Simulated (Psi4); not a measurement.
# CHFO (formyl fluoride): levels of theory compared

Aim: a comparison of 4 runs (HF/def2-SVP, B2PLYP/STO-3G, B3LYP/6-31G*, LC-wPBE/def2-SVPD) of CHFO (formyl fluoride). 

The results are computed with Psi4 1.11.

## Step 1: The molecule

CHFO has 4 atoms, charge 0, and is taken as a singlet. As SMILES, `O=CF`. The shape is that of a GFN2-xTB optimisation.

Bond lengths: O1–C2 1.171 Å, C2–F3 1.341 Å, C2–H4 1.098 Å. Angles: O1–C2–F3 122.3°, O1–C2–H4 129.0°, F3–C2–H4 108.7°.

## Step 2: Energy and gradient at HF/def2-SVP (run 1)

job.json

```json
{
  "schema_name": "qcschema_input",
  "schema_version": 1,
  "molecule": {
    "schema_name": "qcschema_molecule",
    "schema_version": 2,
    "symbols": ["O", "C", "F", "H"],
    "geometry": [-1.68125154, 0.37042411, 1.56843489, -0.09399498, 0.13859251, 0.04333142, 1.10429926, -2.06142664, -0.34270183, 0.67094726, 1.55242891, -1.26906448],
    "molecular_charge": 0,
    "molecular_multiplicity": 1,
    "fix_symmetry": "c1",
    "fix_com": true,
    "fix_orientation": true
  },
  "driver": "gradient",
  "model": {
    "method": "hf",
    "basis": "def2-SVP"
  },
  "keywords": {
    "puream": true,
    "e_convergence": 1e-09,
    "d_convergence": 1e-08,
    "scf_type": "pk"
  }
}
```

Started as:

```bash
psi4 --qcschema job.json -n 1 --memory 1600MB
```

stdout:

```text
[...]
  Running in c1 symmetry.
[...]
  Nuclear repulsion =   67.642179686681786
[...]
  Multiplicity = 1
[...]
  Nalpha       = 12
  Nbeta        = 12
[...]
    Number of basis functions: 47
[...]
   @RHF iter   1:  -212.49157894488638   -5.85521e-01   9.92607e-03 DIIS/ADIIS
[...]
   @RHF iter  12:  -212.57955427459871   -8.24230e-13   3.88504e-09 DIIS
[...]
    Orbital Energies [Eh]
    ---------------------
    Doubly Occupied:
       1A    -26.330794     2A    -20.597340     3A    -11.441932
       4A     -1.643229     5A     -1.436734     6A     -0.902435
       7A     -0.794792     8A     -0.729067     9A     -0.726875
      10A     -0.639409    11A     -0.559891    12A     -0.513635
[...]
  @RHF Final Energy:  -212.57955427459871
   => Energetics <=
    Nuclear Repulsion Energy =             67.6421796866817857
    One-Electron Energy =                -427.8111981740886449
    Two-Electron Energy =                 147.5894642128081387
    Total Energy =                       -212.5795542745987063
[...]
 Multipole Moments:
 ------------------------------------------------------------------------------------
     Multipole            Electronic (a.u.)      Nuclear  (a.u.)        Total (a.u.)
 ------------------------------------------------------------------------------------
 L = 1.  Multiply by 2.5417464519 to convert [e a0] to [Debye]
 Dipole X            :          3.8696424           -3.4043416            0.4653008
 Dipole Y            :         13.7331666          -13.2054629            0.5277037
 Dipole Z            :         -9.1263632            8.4540867           -0.6722765
 Magnitude           :                                                    0.9731042
[...]
  -Total Gradient:
     Atom            X                  Y                   Z
    ------   -----------------  -----------------  -----------------
       1       -0.025745868169     0.001812714761     0.025449820723
       2        0.007441101309     0.021077530025    -0.015458639743
       3        0.014097828892    -0.024574274697    -0.005054651467
       4        0.004206937968     0.001684029911    -0.004936529513
[...]
```

The result, in JSON:

```text
{
 "driver": "gradient",
 "model": {
  "method": "hf",
  "basis": "def2-SVP"
 },
 "success": true,
 "return_result": [-0.025745868169249286, 0.0018127147612256311, 0.025449820723328576, 0.007441101309125897, 0.02107753002536089, -0.01545863974317363, 0.014097828892018494, -0.024574274697289844, -0.0050546514671765685, 0.004206937968095792, 0.0016840299113906054, -0.004936529512974547],
 "properties": {
  "calcinfo_nbasis": 47,
  "calcinfo_nmo": 47,
  "calcinfo_nalpha": 12,
  "calcinfo_nbeta": 12,
  "calcinfo_natom": 4,
  "nuclear_repulsion_energy": 67.64217968668179,
  "return_energy": -212.5795542745987,
  "return_gradient": [-0.025745868169249286, 0.0018127147612256311, 0.025449820723328576, 0.007441101309125897, 0.02107753002536089, -0.01545863974317363, 0.014097828892018494, -0.024574274697289844, -0.0050546514671765685, 0.004206937968095792, 0.0016840299113906054, -0.004936529512974547],
  "scf_one_electron_energy": -427.81119817408864,
  "scf_two_electron_energy": 147.58946421280814,
  "scf_dipole_moment": [0.4653008263524878, 0.5277036860224946, -0.6722765308139227],
  "scf_total_energy": -212.5795542745987,
  "scf_total_gradient": [-0.025745868169249286, 0.0018127147612256311, 0.025449820723328576, 0.007441101309125897, 0.02107753002536089, -0.01545863974317363, 0.014097828892018494, -0.024574274697289844, -0.0050546514671765685, 0.004206937968095792, 0.0016840299113906054, -0.004936529512974547],
  "scf_iterations": 12
 }
}
```

Wall time 1.9 s (1 thread of Intel Xeon 6975P-C (Granite Rapids), shared host); peak memory 0.19 GiB.

## Step 3: A single-point energy at B2PLYP/STO-3G (density fitting for correlation) (run 2)

calc.in

```
memory 1600 mb

molecule {
  0 1
  O     -0.889680     0.196020     0.829980
  C     -0.049740     0.073340     0.022930
  F      0.584370    -1.090860    -0.181350
  H      0.355050     0.821510    -0.671560
  symmetry c1
  no_reorient
  no_com
}

set basis STO-3G
set reference rks
set puream true
set e_convergence 1e-09
set d_convergence 1e-08
set scf_type pk
set dft_radial_points 99
set dft_spherical_points 590
set num_frozen_docc 3

e, wfn = energy("b2plyp", return_wfn=True)
```

Started as:

```bash
psi4 -n 1 calc.in calc.out
```

calc.out:

```text
[...]
  Running in c1 symmetry.
[...]
  Nuclear repulsion =   67.642179664515808
[...]
  Multiplicity = 1
[...]
  Nalpha       = 12
  Nbeta        = 12
[...]
    Number of basis functions: 16
[...]
   @RKS iter   1:  -210.31946454848085   -9.31437e-01   2.85825e-02 ADIIS/DIIS
[...]
   @RKS iter  10:  -210.45365310246618   -3.12639e-13   6.30211e-09 DIIS
[...]
    Orbital Energies [Eh]
    ---------------------
    Doubly Occupied:
       1A    -25.076626     2A    -19.516268     3A    -10.603537
       4A     -1.321324     5A     -1.175721     6A     -0.672916
       7A     -0.544602     8A     -0.474707     9A     -0.464206
      10A     -0.338271    11A     -0.314588    12A     -0.275114
[...]
  @RKS Final Energy:  -210.45365310246618
   => Energetics <=
    Nuclear Repulsion Energy =             67.6421796645158082
    One-Electron Energy =                -426.0766480380103189
    Two-Electron Energy =                 159.9046292988139157
    DFT Exchange-Correlation Energy =     -11.9238140277855926
    Empirical Dispersion Energy =           0.0000000000000000
    VV10 Nonlocal Energy =                  0.0000000000000000
    Total Energy =                       -210.4536531024661770
[...]
 Multipole Moments:
 ------------------------------------------------------------------------------------
     Multipole            Electronic (a.u.)      Nuclear  (a.u.)        Total (a.u.)
 ------------------------------------------------------------------------------------
 L = 1.  Multiply by 2.5417464519 to convert [e a0] to [Debye]
 Dipole X            :          3.7187944           -3.4043416            0.3144528
 Dipole Y            :         13.4026293          -13.2054629            0.1971664
 Dipole Z            :         -8.8481524            8.4540867           -0.3940657
 Magnitude           :                                                    0.5413344
[...]
```

Wall time 3.3 s (1 thread of Intel Xeon 6975P-C (Granite Rapids), shared host); peak memory 0.31 GiB.

Run 3 isn't shown in full; the table further down has it.

## Step 4: The energy at LC-wPBE/def2-SVPD (density fitting, ddPCM carbon tetrachloride) (run 4)

job.inp

```
memory 1600 MB

molecule mol {
  0 1
  O     -1.68125154     0.37042411     1.56843489
  C     -0.09399498     0.13859251     0.04333142
  F      1.10429926    -2.06142664    -0.34270183
  H      0.67094726     1.55242891    -1.26906448
  units bohr
  symmetry c1
  no_reorient
  no_com
}

set basis def2-SVPD
set scf_type df
set level_shift 0.1
set maxiter 60
set ddx true
set ddx_model pcm
set ddx_solvent carbontetrachloride
set ddx_radii_set uff

energy_value, wavefunction = energy("lc-wpbe", return_wfn=True)
print_variables()
```

Started as:

```bash
psi4 -i job.inp -o job.out -n 1
```

job.out:

```text
[...]
  Running in c1 symmetry.
[...]
  Nuclear repulsion =   67.642179686681786
[...]
  Multiplicity = 1
[...]
  Nalpha       = 12
  Nbeta        = 12
[...]
    Number of basis functions: 74
[...]
   @DF-RKS iter   1:  -213.36682667158297   -3.95322e-01   7.55445e-03 DIIS/ADIIS
[...]
   @DF-RKS iter   9:  -213.48182237849977   -9.50007e-09   1.98099e-07 DIIS
[...]
    Orbital Energies [Eh]
    ---------------------
    Doubly Occupied:
       1A    -24.534252     2A    -19.026062     3A    -10.308903
       4A     -1.379378     5A     -1.225744     6A     -0.802060
       7A     -0.713967     8A     -0.653292     9A     -0.639943
      10A     -0.553099    11A     -0.529846    12A     -0.461843
[...]
  @DF-RKS Final Energy:  -213.48182237849977
   => Energetics <=
    Nuclear Repulsion Energy =             67.6421796866817857
    One-Electron Energy =                -427.8011089963450786
    Two-Electron Energy =                 166.3559396909917041
    DFT Exchange-Correlation Energy =     -19.6763220507001755
    Empirical Dispersion Energy =           0.0000000000000000
    VV10 Nonlocal Energy =                  0.0000000000000000
    DD Solvation Energy =                 -0.0025107091280106
    Total Energy =                       -213.4818223784997713
[...]
 Multipole Moments:
 ------------------------------------------------------------------------------------
     Multipole            Electronic (a.u.)      Nuclear  (a.u.)        Total (a.u.)
 ------------------------------------------------------------------------------------
 L = 1.  Multiply by 2.5417464519 to convert [e a0] to [Debye]
 Dipole X            :          3.8666435           -3.4043416            0.4623019
 Dipole Y            :         13.6765342          -13.2054629            0.4710713
 Dipole Z            :         -9.1019246            8.4540867           -0.6478379
 Magnitude           :                                                    0.9248379
[...]
```

It took 5.7 s on 1 thread of Intel Xeon 6975P-C (Granite Rapids), shared host; peak memory 0.43 GiB.

## Step 5: Overview of the runs

| run | level | task | frozen core orbitals | energy (Eh) | dipole moment (D) | HOMO energy (eV) | LUMO energy (eV) | wall time |
| --- | --- | --- | --- | --- | --- | --- | --- | --- |
| 1 | HF/def2-SVP | gradient | 0 | -212.579554 | 2.47 | -13.98 | 3.92 | 1.9 s |
| 2 | B2PLYP/STO-3G (density fitting for correlation) | energy | 3 | -210.503357 | – | -7.49 | 4.67 | 3.3 s |
| 3 | B3LYP/6-31G* (Cartesian functions) | gradient | 0 | -213.762337 | 1.97 | -8.87 | -0.66 | 6 s |
| 4 | LC-wPBE/def2-SVPD (density fitting, ddPCM carbon tetrachloride) | energy | 0 | -213.481822 | 2.35 | -12.57 | 1.56 | 5.7 s |

## Step 6: Summary of results

```
                         quantity          value
              run 4: total energy  -213.48182 Eh
             run 4: dipole moment         2.35 D
               run 4: HOMO energy      -12.57 eV
               run 4: LUMO energy        1.56 eV
             run 4: HOMO–LUMO gap       14.13 eV
run 4: solvent term in the energy    -6.6 kJ/mol
```

In words: Over runs 1, 3, 4 the dipole moment (its size) runs from 1.97 D (B3LYP/6-31G*) to 2.47 D (HF/def2-SVP). The two ends differ in method and basis. The HOMO–LUMO gap runs from 8.22 eV (B3LYP/6-31G*) to 17.90 eV (HF/def2-SVP). Totals of different functionals can't be ranked against each other. In run 2 the basis is minimal, so the values are rough. All runs together took 17 s, the longest 6 s.
